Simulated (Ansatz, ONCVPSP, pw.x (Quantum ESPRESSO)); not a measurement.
What a changed setting does to a pw.x run (diamond Mg)

Potential: optimised norm-conserving Vanderbilt (ONCV), ONCVPSP 4.0.1, PBEsol; core [Ne], reference 3s2; waves: 3s: rc 2.85 bohr, ncon 4, nbas 8, qcut 1.8 1/bohr, 2 projectors, debl 1.7 Ha; p scattering state at 0.04 Ha: rc 2.25 bohr, ncon 4, nbas 8, qcut 2.6 1/bohr, local; d scattering state at 0.29 Ha: rc 2.60 bohr, ncon 4, nbas 7, qcut 2.8 1/bohr, 2 projectors, debl 0.7 Ha; local part: the p channel; core correction: Teter function fitted to the true core (icmod 2), fcfact 0.75.

The reference run (k-mesh 8³, cutoffs 50/200 Ry, Fermi–Dirac 0.01 Ry, mixing_beta 0.4, conv_thr 1e-9, no spin) gives -0.12 GPa at 38.999 Å³/atom, where all-electron LAPW gives -0.01 GPa. This run, with its own iteration cap, changes smearing to gauss.

```
&control
  calculation='scf', prefix='x', pseudo_dir='./', outdir='./tmp', tstress=.true., disk_io='none'
/
&system
  ibrav=0, nat=2, ntyp=1, ecutwfc=50, ecutrho=200, nbnd=9,
  occupations='smearing', smearing='gauss', degauss=0.01
/
&electrons
  conv_thr=1e-09, mixing_beta=0.4, electron_maxstep=50
/
ATOMIC_SPECIES
Mg 1.0 Mg.UPF
CELL_PARAMETERS angstrom
  0.00000000 3.39118246 3.39118246
  3.39118246 0.00000000 3.39118246
  3.39118246 3.39118246 0.00000000
ATOMIC_POSITIONS crystal
Mg 0.0000 0.0000 0.0000
Mg 0.2500 0.2500 0.2500
K_POINTS automatic
8 8 8 0 0 0
```

```bash
pw.x < Mg.scf.in > Mg.scf.out
```

How does the run end?

It converges in 7 iterations; the free energy moves by +16.2 meV/atom and the pressure by -0.06 GPa. Gaussian smearing of the same width is narrower in effect than Fermi–Dirac, so its quadratic term in F is smaller.

```
Message from routine setup:
     using ibrav=0 with symmetry is DISCOURAGED, use correct ibrav instead
     lattice parameter (alat)  =       9.0629  a.u.
     unit-cell volume          =     526.3566 (a.u.)^3
     number of electrons       =         4.00
     number of Kohn-Sham states=            9
     kinetic-energy cutoff     =      50.0000  Ry
     charge density cutoff     =     200.0000  Ry
     scf convergence threshold =      1.0E-09
     Exchange-correlation= PBESOL
     number of k points=    29  Gaussian smearing, width (Ry)=  0.0100
     iteration #  1     ecut=    50.00 Ry     beta= 0.40
     total energy              =      -5.66392991 Ry
     estimated scf accuracy    <       0.00467100 Ry
     iteration #  2     ecut=    50.00 Ry     beta= 0.40
     total energy              =      -5.66356153 Ry
     estimated scf accuracy    <       0.00132644 Ry
     iteration #  3     ecut=    50.00 Ry     beta= 0.40
     total energy              =      -5.66368586 Ry
     estimated scf accuracy    <       0.00003194 Ry
     iteration #  4     ecut=    50.00 Ry     beta= 0.40
     total energy              =      -5.66368884 Ry
     estimated scf accuracy    <       0.00000427 Ry
     iteration #  5     ecut=    50.00 Ry     beta= 0.40
     total energy              =      -5.66368928 Ry
     estimated scf accuracy    <       0.00000007 Ry
     iteration #  6     ecut=    50.00 Ry     beta= 0.40
     total energy              =      -5.66368928 Ry
     estimated scf accuracy    <       0.00000005 Ry
     iteration #  7     ecut=    50.00 Ry     beta= 0.40
     the Fermi energy is     0.6701 ev
!    total energy              =      -5.66368928 Ry
     estimated scf accuracy    <          4.9E-11 Ry
     smearing contrib. (-TS)   =      -0.00100513 Ry
     The total energy is F=E-TS. E is the sum of the following terms:
     one-electron contribution =       1.47898660 Ry
     hartree contribution      =       0.11110979 Ry
     xc contribution           =      -3.89044799 Ry
     ewald contribution        =      -3.36233255 Ry
     convergence has been achieved in   7 iterations
          total   stress  (Ry/bohr**3)                   (kbar)     P=       -1.80
     Message from routine punch:
     Nothing written, as per user request (disk_io='none')
```

The run took about 9.2 s on one core of a shared host (Intel(R) Xeon(R) 6975P-C, 192 threads, 1512 GiB, load 59).
